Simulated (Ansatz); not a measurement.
# [CH3···H···CH2], triplet along the distance C1-H5

Starting geometry:

```xyz
8

C    -1.3101    0.0000    0.0000
H    -1.6733    1.0273    0.0000
H    -1.6733   -0.5137    0.8897
H    -1.6733   -0.5137   -0.8897
H    -0.2205    0.0000    0.0000
C     1.4389    0.0000    0.0000
H     1.8533    0.0000    0.9962
H     1.8533    0.0000   -0.9962
```

From there H5 is moved from one fragment to the other while all else, the fragments' distance too, stays fixed; atoms are numbered as listed. Energies are in eV, counted from the starting geometry at the same level. Kohn–Sham curves are unrestricted where that lies lower.

Basis cc-pVDZ; Ansatz 0.2.0. Only valence electrons are correlated (noble-gas cores frozen). Prefix R: restricted or restricted open-shell reference; prefix U: unrestricted.

In so small a basis the reference is far from its limit while semilocal and hybrid functionals are nearer theirs (RPA and double hybrids share much of the reference's basis error), so the functionals' errors here hold much of the reference's basis and frozen-core error, which can add to them or hide them.

Full CI isn't at hand for all of this; UCCSDT(Q) serves as the reference, and is uncertain by about the last step of the cluster series.

```json
{"distance C1-H5 (Å)": "1.090", "UCCSDT(Q)": "0.000", "PBE": "0.000", "r2SCAN": "0.000", "PBE0": "0.000", "B3LYP": "0.000", "BHLYP": "0.000", "wB97M-V": "0.000", "B2PLYP": "0.000", "RPA-PBE": "0.000"}
{"distance C1-H5 (Å)": "1.171", "UCCSDT(Q)": "0.040", "PBE": "-0.034", "r2SCAN": "0.000", "PBE0": "0.007", "B3LYP": "0.003", "BHLYP": "0.048", "wB97M-V": "0.032", "B2PLYP": "0.026", "RPA-PBE": "0.020"}
{"distance C1-H5 (Å)": "1.334", "UCCSDT(Q)": "0.272", "PBE": "0.072", "r2SCAN": "0.148", "PBE0": "0.172", "B3LYP": "0.157", "BHLYP": "0.269", "wB97M-V": "0.241", "B2PLYP": "0.223", "RPA-PBE": "0.215"}
{"distance C1-H5 (Å)": "1.496", "UCCSDT(Q)": "0.275", "PBE": "0.086", "r2SCAN": "0.133", "PBE0": "0.171", "B3LYP": "0.145", "BHLYP": "0.234", "wB97M-V": "0.245", "B2PLYP": "0.211", "RPA-PBE": "0.220"}
{"distance C1-H5 (Å)": "1.659", "UCCSDT(Q)": "0.210", "PBE": "0.139", "r2SCAN": "0.109", "PBE0": "0.151", "B3LYP": "0.117", "BHLYP": "0.120", "wB97M-V": "0.195", "B2PLYP": "0.148", "RPA-PBE": "0.187"}
```

Task: Judged by the spread of the error over the points with a reference (largest less smallest), which of these follows UCCSDT(Q) best and which worst?

Result: Subtracting the UCCSDT(Q) column from each: best wB97M-V (errors from -0.032 to 0.000, spread 0.032 eV), worst PBE (from -0.201 to 0.000, spread 0.201 eV). Functionals and wave-function methods converge differently with the basis, so part of this is basis effect.
